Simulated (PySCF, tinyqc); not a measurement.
Worked calculation: CISD on RHF in the sto-3g basis, frozen core, for HF, spin multiplicity 1. The lowest restricted solution is unstable here: a spin-polarised one lies 0.0033 hartree lower (PySCF). Computed by tinyqc, a small Python program that keeps every step (integrals from PySCF). Settings: charge = 0, multiplicity = 1, basis = sto-3g, method = RHF, frozen orbitals = 1, energy threshold = 1e-10, iteration cap = 65, orthogonalisation = canonical, start = core, DIIS depth = 6, ci = CISD, davidson = 1. Command: `OMP_NUM_THREADS=1 python tinyqc.py 24819 24820 out.jsonl` (the two numbers bound the seeds that draw the settings). One thread of a shared host (Intel(R) Xeon(R) Processor @ 2.60GHz), about 0.1 s of CPU time with the checks. The early iterations of the SCF are left out here.

## One-electron integrals

Geometry (angstrom):
```
atom        x        y        z
F     0.00000  0.00000  0.00000
H     0.00000  0.00000  1.25800
```

Basis sto-3g: exponents (1/bohr^2) and contraction coefficients of normalised primitives:
```
element  l (shell)   exponent  coefficient
F            s (1)  166.67913      0.15433
F            s (1)   30.36081      0.53533
F            s (1)    8.21682      0.44463
F            s (2)    6.46480     -0.09997
F            s (2)    1.50228      0.39951
F            s (2)    0.48859      0.70012
F            p (3)    6.46480      0.15592
F            p (3)    1.50228      0.60768
F            p (3)    0.48859      0.39196
H            s (1)    3.42525      0.15433
H            s (1)    0.62391      0.53533
H            s (1)    0.16886      0.44463
```

Overlap, kinetic and nuclear-attraction integrals over the contracted functions; the nuclear repulsion is the sum of Za Zb / Rab.

nuclear repulsion = 3.7858465 hartree

overlap S, order 1F 1s, 1F 2s, 1F 2px, 1F 2py, 1F 2pz, 2H 1s:
$$\begin{pmatrix}
1.00000 & 0.23799 & 0.00000 & 0.00000 & 0.00000 & 0.02199 \\
0.23799 & 1.00000 & 0.00000 & 0.00000 & 0.00000 & 0.25584 \\
0.00000 & 0.00000 & 1.00000 & 0.00000 & 0.00000 & 0.00000 \\
0.00000 & 0.00000 & 0.00000 & 1.00000 & 0.00000 & 0.00000 \\
0.00000 & 0.00000 & 0.00000 & 0.00000 & 1.00000 & 0.22595 \\
0.02199 & 0.25584 & 0.00000 & 0.00000 & 0.22595 & 1.00000
\end{pmatrix}$$

kinetic energy T (hartree), order 1F 1s, 1F 2s, 1F 2px, 1F 2py, 1F 2pz, 2H 1s:
$$\begin{pmatrix}
36.98458 & -0.21286 & 0.00000 & 0.00000 & 0.00000 & -0.00706 \\
-0.21286 & 1.03800 & 0.00000 & 0.00000 & 0.00000 & 0.01193 \\
0.00000 & 0.00000 & 3.24801 & 0.00000 & 0.00000 & 0.00000 \\
0.00000 & 0.00000 & 0.00000 & 3.24801 & 0.00000 & 0.00000 \\
0.00000 & 0.00000 & 0.00000 & 0.00000 & 3.24801 & 0.07938 \\
-0.00706 & 0.01193 & 0.00000 & 0.00000 & 0.07938 & 0.76003
\end{pmatrix}$$

nuclear attraction V (hartree), order 1F 1s, 1F 2s, 1F 2px, 1F 2py, 1F 2pz, 2H 1s:
$$\begin{pmatrix}
-77.43023 & -9.27692 & 0.00000 & 0.00000 & -0.00800 & -0.87754 \\
-9.27692 & -11.96166 & 0.00000 & 0.00000 & -0.09970 & -2.16490 \\
0.00000 & 0.00000 & -11.85225 & 0.00000 & 0.00000 & 0.00000 \\
0.00000 & 0.00000 & 0.00000 & -11.85225 & 0.00000 & 0.00000 \\
-0.00800 & -0.09970 & 0.00000 & 0.00000 & -11.90300 & -1.63577 \\
-0.87754 & -2.16490 & 0.00000 & 0.00000 & -1.63577 & -4.97062
\end{pmatrix}$$

core Hamiltonian H = T + V (hartree), order 1F 1s, 1F 2s, 1F 2px, 1F 2py, 1F 2pz, 2H 1s:
$$\begin{pmatrix}
-40.44565 & -9.48978 & 0.00000 & 0.00000 & -0.00800 & -0.88460 \\
-9.48978 & -10.92367 & 0.00000 & 0.00000 & -0.09970 & -2.15296 \\
0.00000 & 0.00000 & -8.60423 & 0.00000 & 0.00000 & 0.00000 \\
0.00000 & 0.00000 & 0.00000 & -8.60423 & 0.00000 & 0.00000 \\
-0.00800 & -0.09970 & 0.00000 & 0.00000 & -8.65499 & -1.55639 \\
-0.88460 & -2.15296 & 0.00000 & 0.00000 & -1.55639 & -4.21059
\end{pmatrix}$$

## Two-electron integrals

Functions are numbered as in S; the eight-fold symmetry (ij|kl) = (ji|kl) = (kl|ij) leaves the list below.

Two-electron integrals (ij|kl) in chemists' order, unique and non-zero (hartree):
```
(11|11) 5.40350   (21|11) 0.84192   (21|21) 0.15630   (22|11) 1.26803
(22|21) 0.29234   (22|22) 0.92617   (31|31) 0.02800   (32|31) 0.04317
(32|32) 0.20459   (33|11) 1.26450   (33|21) 0.29240   (33|22) 0.92596
(33|33) 0.99751   (41|41) 0.02800   (42|41) 0.04317   (42|42) 0.20459
(43|43) 0.05377   (44|11) 1.26450   (44|21) 0.29240   (44|22) 0.92596
(44|33) 0.88997   (44|44) 0.99751   (51|51) 0.02800   (52|51) 0.04317
(52|52) 0.20459   (53|53) 0.05377   (54|54) 0.05377   (55|11) 1.26450
(55|21) 0.29240   (55|22) 0.92596   (55|33) 0.88997   (55|44) 0.88997
(55|55) 0.99751   (61|11) 0.07870   (61|21) 0.01450   (61|22) 0.02699
(61|33) 0.02695   (61|44) 0.02695   (61|51) 0.00057   (61|52) 0.00108
(61|55) 0.02707   (61|61) 0.00136   (62|11) 0.22041   (62|21) 0.05159
(62|22) 0.18498   (62|33) 0.18219   (62|44) 0.18219   (62|51) 0.00348
(62|52) 0.02844   (62|55) 0.19037   (62|61) 0.00486   (62|62) 0.04741
(63|31) 0.00514   (63|32) 0.03146   (63|53) 0.00582   (63|63) 0.00671
(64|41) 0.00514   (64|42) 0.03146   (64|54) 0.00582   (64|64) 0.00671
(65|11) 0.15882   (65|21) 0.03762   (65|22) 0.14452   (65|33) 0.13857
(65|44) 0.13857   (65|51) 0.00734   (65|52) 0.05223   (65|55) 0.15625
(65|61) 0.00367   (65|62) 0.04560   (65|65) 0.05033   (66|11) 0.41586
(66|21) 0.09889   (66|22) 0.41004   (66|33) 0.39775   (66|44) 0.39775
(66|51) 0.00742   (66|52) 0.08694   (66|55) 0.43427   (66|61) 0.00935
(66|62) 0.14205   (66|65) 0.15976   (66|66) 0.77461
```

## Orthogonalisation

S = U s U^T; canonical form X = U s^(-1/2), so that X^T S X = 1. Each column of U has its largest component positive (the first on a tie).

eigenvalues of S: [0.61663, 0.85299, 1.00000, 1.00000, 1.12729, 1.40309]

X, order 1F 1s, 1F 2s, 1F 2px, 1F 2py, 1F 2pz, 2H 1s:
$$\begin{pmatrix}
-0.44667 & 0.67719 & 0.00000 & 0.00000 & -0.54147 & 0.33269 \\
0.79060 & -0.38029 & 0.00000 & 0.00000 & -0.32138 & 0.51683 \\
0.00000 & 0.00000 & 0.99969 & -0.02501 & 0.00000 & 0.00000 \\
0.00000 & 0.00000 & 0.02501 & 0.99969 & 0.00000 & 0.00000 \\
0.45335 & 0.63236 & 0.00000 & 0.00000 & 0.61026 & 0.28298 \\
-0.76918 & -0.41142 & 0.00000 & 0.00000 & 0.34379 & 0.50481
\end{pmatrix}$$

Within a degenerate level the vectors are fixed only up to a rotation; this is one choice.

## Iteration 7 (converged): orbitals

converged F (hartree), order 1F 1s, 1F 2s, 1F 2px, 1F 2py, 1F 2pz, 2H 1s:
$$\begin{pmatrix}
-25.91812 & -6.62559 & 0.00000 & 0.00000 & -0.01482 & -0.62518 \\
-6.62559 & -3.01639 & 0.00000 & 0.00000 & -0.02142 & -0.62114 \\
0.00000 & 0.00000 & -0.46355 & 0.00000 & 0.00000 & 0.00000 \\
0.00000 & 0.00000 & 0.00000 & -0.46355 & 0.00000 & 0.00000 \\
-0.01482 & -0.02142 & 0.00000 & 0.00000 & -0.21204 & -0.42057 \\
-0.62518 & -0.62114 & 0.00000 & 0.00000 & -0.42057 & -0.27986
\end{pmatrix}$$

Diagonalise F' = X^T F X, C = X C', fill 5 alpha and 5 beta electrons from the bottom; D = 2 C_occ C_occ^T. Each column has its largest component positive (the first on a tie).

F' = X^T F X (hartree):
$$\begin{pmatrix}
-1.97628 & 4.43129 & 0.00000 & 0.00000 & -3.95598 & 2.77239 \\
4.43129 & -8.67099 & 0.00000 & 0.00000 & 8.90701 & -6.67955 \\
0.00000 & 0.00000 & -0.46355 & 0.00000 & 0.00000 & 0.00000 \\
0.00000 & 0.00000 & 0.00000 & -0.46355 & 0.00000 & 0.00000 \\
-3.95598 & 8.90701 & 0.00000 & 0.00000 & -10.11673 & 7.56110 \\
2.77239 & -6.67955 & 0.00000 & 0.00000 & 7.56110 & -6.70449
\end{pmatrix}$$

orbital energies (hartree): MO1 -25.92737, MO2 -1.41284, MO3 -0.47914, MO4 -0.46355, MO5 -0.46355, MO6 0.35086

coefficients C, order 1F 1s, 1F 2s, 1F 2px, 1F 2py, 1F 2pz, 2H 1s:
$$\begin{pmatrix}
0.99499 & -0.25870 & 0.04892 & 0.00000 & 0.00000 & 0.05142 \\
0.02054 & 0.99893 & -0.24940 & 0.00000 & 0.00000 & -0.28210 \\
0.00000 & 0.00000 & 0.00000 & -0.10682 & 0.99428 & 0.00000 \\
0.00000 & 0.00000 & 0.00000 & 0.99428 & 0.10682 & 0.00000 \\
0.00121 & 0.02267 & 0.68524 & 0.00000 & 0.00000 & -0.76670 \\
-0.00294 & 0.09532 & 0.60083 & 0.00000 & 0.00000 & 0.87398
\end{pmatrix}$$

D after iteration 7, order 1F 1s, 1F 2s, 1F 2px, 1F 2py, 1F 2pz, 2H 1s:
$$\begin{pmatrix}
2.11865 & -0.50039 & 0.00000 & 0.00000 & 0.05772 & 0.00362 \\
-0.50039 & 2.12097 & 0.00000 & 0.00000 & -0.29644 & -0.10937 \\
0.00000 & 0.00000 & 2.00000 & 0.00000 & 0.00000 & 0.00000 \\
0.00000 & 0.00000 & 0.00000 & 2.00000 & 0.00000 & 0.00000 \\
0.05772 & -0.29644 & 0.00000 & 0.00000 & 0.94013 & 0.82773 \\
0.00362 & -0.10937 & 0.00000 & 0.00000 & 0.82773 & 0.74018
\end{pmatrix}$$

Within a degenerate level the vectors are fixed only up to a rotation; this is one choice.

## Convergence

Stop when the energy changes by less than 1e-10 hartree and every element of the error matrix X^T (F D S - S D F) X is below 3e-06.

Course of the cycle:
```
iteration  E (hartree)     change  largest element of the error matrix
1          -97.8964561          -                             4.21e-01
2          -98.4922468  -5.96e-01                             1.07e-01
3          -98.5030884  -1.08e-02                             2.66e-02
4          -98.5035077  -4.19e-04                             1.11e-03
5          -98.5035082  -5.26e-07                             4.32e-05
6          -98.5035082  -1.50e-09                             2.11e-07
7          -98.5035082  -1.42e-14                             2.32e-09
```

PySCF RHF in the same basis = -98.5035082 hartree

Converged in 7 iterations.

## Integrals over molecular orbitals

(pq|rs) = sum C_ip C_jq C_kr C_ls (ij|kl), one index at a time.

one-electron integrals over orbitals h = C^T H C (hartree):
$$\begin{pmatrix}
-40.42838 & 0.72321 & -0.12890 & 0.00000 & 0.00000 & -0.14069 \\
0.72321 & -9.12266 & 0.48489 & 0.00000 & 0.00000 & 0.76821 \\
-0.12890 & 0.48489 & -6.78339 & 0.00000 & 0.00000 & 2.27256 \\
0.00000 & 0.00000 & 0.00000 & -8.60423 & 0.00000 & 0.00000 \\
0.00000 & 0.00000 & 0.00000 & 0.00000 & -8.60423 & 0.00000 \\
-0.14069 & 0.76821 & 2.27256 & 0.00000 & 0.00000 & -5.97940
\end{pmatrix}$$

Two-electron integrals over orbitals (pq|rs), unique and non-zero (hartree); the lowest 1 orbital is frozen and left out:
```
(22|22) 0.87338    (32|22) -0.04541   (32|32) 0.13406    (33|22) 0.68962
(33|32) -0.01381   (33|33) 0.67390    (42|42) 0.18956    (43|42) -0.02739
(43|43) 0.03508    (44|22) 0.89552    (44|32) -0.06503   (44|33) 0.67604
(44|44) 0.99751    (52|52) 0.18956    (53|52) -0.02739   (53|53) 0.03508
(54|54) 0.05377    (55|22) 0.89552    (55|32) -0.06503   (55|33) 0.67604
(55|44) 0.88997    (55|55) 0.99751    (62|22) -0.08370   (62|32) -0.07739
(62|33) -0.02187   (62|44) -0.08291   (62|55) -0.08291   (62|62) 0.09144
(63|22) -0.23904   (63|32) 0.07920    (63|33) -0.09266   (63|44) -0.24761
(63|55) -0.24761   (63|62) 0.03582    (63|63) 0.23338    (64|42) -0.02786
(64|43) -0.02242   (64|64) 0.02899    (65|52) -0.02786   (65|53) -0.02242
(65|65) 0.02899    (66|22) 0.63781    (66|32) 0.04501    (66|33) 0.64676
(66|44) 0.62240    (66|55) 0.62240    (66|62) -0.05295   (66|63) -0.02640
(66|66) 0.67283
```

## CISD: determinants and Hamiltonian

one-electron integrals dressed by the frozen orbital, h + 2 (pq|11) - (p1|1q) (hartree), order 2, 3, 4, 5, 6:
$$\begin{pmatrix}
-6.73435 & 0.26457 & 0.00000 & 0.00000 & 0.48256 \\
0.26457 & -5.03223 & 0.00000 & 0.00000 & 1.43897 \\
0.00000 & 0.00000 & -6.10572 & 0.00000 & 0.00000 \\
0.00000 & 0.00000 & 0.00000 & -6.10572 & 0.00000 \\
0.48256 & 1.43897 & 0.00000 & 0.00000 & -4.32509
\end{pmatrix}$$

energy of the frozen orbital, 2 h_11 + (11|11) = -75.4922683 hartree

Hartree-Fock energy = -98.5035082 hartree

Slater-Condon rules over spin orbitals, with the nuclear repulsion and the energy of the frozen orbital added and E(HF) subtracted on the diagonal. Only determinants linked to the reference directly or through others are kept (one block of an abelian symmetry group), so some states are absent.

Occupation strings over the orbitals (2 doubly, a alpha, b beta, 0 empty; spin orbitals ordered 1a 1b 2a 2b ...): 222220 22a22b 2a222b 22b22a 2b222a 222202 222022 220222 2ab222 2ba222 202222

H - E(HF) between determinants (hartree):
```
          222220    22a22b    2a222b    22b22a    2b222a    222202    222022    220222
222220   0.00000   0.00000   0.00000   0.00000   0.00000   0.02899   0.02899   0.23338
22a22b   0.00000   0.41661  -0.00919  -0.23338  -0.03582   0.02242   0.02242   0.06626
2a222b   0.00000  -0.00919   1.21733  -0.03582  -0.09144   0.02786   0.02786  -0.07920
22b22a   0.00000  -0.23338  -0.03582   0.41661  -0.00919  -0.02242  -0.02242  -0.06626
2b222a   0.00000  -0.03582  -0.09144  -0.00919   1.21733  -0.02786  -0.02786   0.07920
222202   0.02899   0.02242   0.02786  -0.02242  -0.02786   0.86752   0.05377   0.03508
222022   0.02899   0.02242   0.02786  -0.02242  -0.02786   0.05377   0.86752   0.03508
220222   0.23338   0.06626  -0.07920  -0.06626   0.07920   0.03508   0.03508   0.88644
2ab222  -0.03582   0.07920  -0.21265  -0.03109   0.07739   0.02739   0.02739   0.06802
2ba222   0.03582  -0.03109   0.07739   0.07920  -0.21265  -0.02739  -0.02739  -0.06802
202222   0.09144   0.07739   0.03075  -0.07739  -0.03075   0.18956   0.18956   0.13406

          2ab222    2ba222    202222
222220  -0.03582   0.03582   0.09144
22a22b   0.07920  -0.03109   0.07739
2a222b  -0.21265   0.07739   0.03075
22b22a  -0.03109   0.07920  -0.07739
2b222a   0.07739  -0.21265  -0.03075
222202   0.02739  -0.02739   0.18956
222022   0.02739  -0.02739   0.18956
220222   0.06802  -0.06802   0.13406
2ab222   1.71182  -0.13406   0.09962
2ba222  -0.13406   1.71182  -0.09962
202222   0.09962  -0.09962   2.70524
```

## CISD: roots

Diagonalise (each vector has its largest component positive (the first on a tie)); all determinants have Ms = 0, so triplets appear too. The lowest singlet root is the correlation energy.

lowest roots of this matrix, relative to E(HF) (hartree): [-0.06323, 0.17984, 0.60875, 0.81375, 0.84293, 0.95526, 1.08952, 1.20687]

lowest vectors, order 222220, 22a22b, 2a222b, 22b22a, 2b222a, 222202, 222022, 220222, 2ab222, 2ba222, 202222:
$$\begin{pmatrix}
0.96850 & 0.00000 & -0.09065 & 0.00000 \\
0.02212 & 0.70612 & 0.67474 & 0.00000 \\
-0.00772 & 0.03054 & -0.07736 & 0.00000 \\
-0.02212 & 0.70612 & -0.67474 & 0.00000 \\
0.00772 & 0.03054 & 0.07736 & 0.00000 \\
-0.01792 & 0.00000 & -0.02542 & 0.70711 \\
-0.01792 & 0.00000 & -0.02542 & -0.70711 \\
-0.24184 & 0.00000 & -0.24334 & 0.00000 \\
0.02593 & -0.02135 & -0.06502 & 0.00000 \\
-0.02593 & -0.02135 & 0.06502 & 0.00000 \\
-0.02076 & 0.00000 & -0.01726 & 0.00000
\end{pmatrix}$$

<S^2> of these roots: [0.00000, 2.00000, 0.00000, 0.00000, 0.00000, 0.00000, 2.00000, 0.00000]

weight of the ground state by excitation level 0, 1, 2, ...: [0.93800, 0.00110, 0.06091]

With one virtual orbital singles and doubles already span the full space.

## The lowest root by the Davidson method

Start from the reference; add the residual divided by (theta - H_ii), orthogonalised, at each step.

Davidson iterations:
```
iteration  subspace  lowest Ritz value (hartree)  residual norm
1                 1                            0       2.59e-01
2                 2                   -0.0613807       5.45e-02
3                 3                   -0.0631871       7.16e-03
4                 4                   -0.0632254       1.16e-03
5                 5                   -0.0632264       1.05e-04
6                 6                   -0.0632264       1.71e-06
7                 7                   -0.0632264       2.01e-16
```
